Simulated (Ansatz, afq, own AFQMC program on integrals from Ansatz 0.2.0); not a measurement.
Integrals from Ansatz 0.2.0, then the random walk in our own AFQMC program (afq).

```yaml
crystal:
  periodic: [false, false, false]
  atoms:
    - {symbol: O, position_ang: [0.000000, 0.000000, 0.000000]}
    - {symbol: C, position_ang: [0.000000, 0.000000, 1.195530]}
basis:
  gaussian: {orbitals: cc-pVTZ}
magnetization: {spin_polarized: false, initial_magnetization: 2}
correlation: {method: ccsd_t, electrons: outside_noble_gas, hamiltonian_folder: ham}
```

```sh
$ ansatz run in.yaml --threads 1 --pin off --events-out ev --progress --plain --max-ram 16896MiB --backend cuda --devices 0, --max-vram 18GiB
```

afq runs on the folder ham with

```
--method phaseless --trial cisd --walkers 2600 --populations 20 --least-time 60 --time-step 0.005 --steps-per-block 50 --equilibration-blocks 28 --max-blocks 4000 --target-error 0.00019 --factor-cut 1e-05 --start spin_pure --seed 2445 --release-times 0.24,0.51,0.99,1.62,2.4 --release-step 0.03 --release-every 3 --taylor-order 6
```

Times are imaginary, in 1/Eh. The walk had a cap of 246 s. With eight or more populations the least sampling time is a fifth of least-time, and the error comes from their spread.

Output of the walk:

```
orbitals 58  electrons 6 4  factors 364 of 364
reference energy -112.57805631 Eh
CCSD correlation -0.33897477 Eh in 13 cycles, weight of the determinant in the CISD state 0.8834
energy of the start -112.917015 Eh
 block  time / (1/Eh)  mean weight  energy / Eh
     1     0.250  1.0000  -112.918112
     2     0.500  1.0005  -112.925131
     3     0.750  0.9994  -112.928339
     4     1.000  1.0003  -112.931235
     5     1.250  0.9997  -112.931980
     7     1.750  1.0001  -112.935128
     9     2.250  1.0003  -112.934382
    13     3.250  1.0000  -112.931531
    25     6.250  1.0002  -112.939734
    37     9.250  0.9998  -112.934253
    49    12.250  0.9996  -112.933377
    61    15.250  1.0002  -112.933862
    73    18.250  0.9998  -112.936394
    85    21.250  1.0004  -112.934602
    97    24.250  1.0004  -112.933965
   109    27.250  0.9998  -112.934683
   121    30.250  1.0003  -112.934478
   133    33.250  1.0002  -112.934203
   145    36.250  0.9991  -112.933476
   157    39.250  1.0001  -112.935257
   169    42.250  1.0000  -112.928985
   181    45.250  1.0002  -112.931446
   193    48.250  1.0000  -112.930696
   205    51.250  1.0000  -112.932612
   217    54.250  0.9998  -112.932231
   229    57.250  0.9999  -112.931744
   241    60.250  1.0004  -112.933270
error from the spread of 20 populations
released: time / (1/Eh)  energy / Eh  error  mean overlap
  0.24  -112.933780  0.000231  0.9955
  0.51  -112.933988  0.000109  0.9965
  0.99  -112.934331  0.000143  0.9923
  1.62  -112.934253  0.000188  0.9920
  2.40  -112.934742  0.000404  0.9765
energy -112.933171 +/- 0.000192 Eh
(rows thinned)
```

The run passed its tests (sampling time, drift between the halves within three errors, error under three times the target), which doesn't prove that it has relaxed, ending at its cap on processor time. The second half of the sampling lies above the first by 1.7 errors of their difference, so the energy may still be moving and its error bar be too small.

Against this walk (error 5.2 meV) on the same determinant: CCSD(T) 4.4 meV lower (within the noise), CCSDT(Q) 44.7 meV lower. The error is statistical and leaves out the bias of the constraint. Released to 1.62 1/Eh the energy lies 29 ± 7 meV (both errors) below the phaseless value, which shows part or all of the bias of the constraint, and CCSDT(Q) lies 15.3 meV below the released value. CCSDT(Q) is the surest value here, so the walk's 45 meV above it is most likely the bias of the constraint with this trial, which can have either sign.

Cautions: constraint bias not in the error; another spin lies lower (by 5.87 eV); a spin-contaminated unrestricted determinant lies lower (UHF 314 meV lower, ⟨S²⟩ 2.19); released walk and highest rung disagree (by 15 meV at 1.62 1/Eh, later times being noisier).

The walk took 4.1 min on 1 × NVIDIA H100 80GB HBM3 with 2 threads of AMD EPYC 7R13 Processor (Zen 3) (shared host) (the card was shared). The log's last line is the phaseless energy.

CCSDT and higher add their correlation energy to the determinant of the CCSD(T) run, since their own runs factorise the integrals more tightly (a shift of under 2 meV). A walk keeps the symmetry of its determinant, which the program's search chose and which needn't be the lowest solution, so a lower state of the same spin and another symmetry isn't excluded.
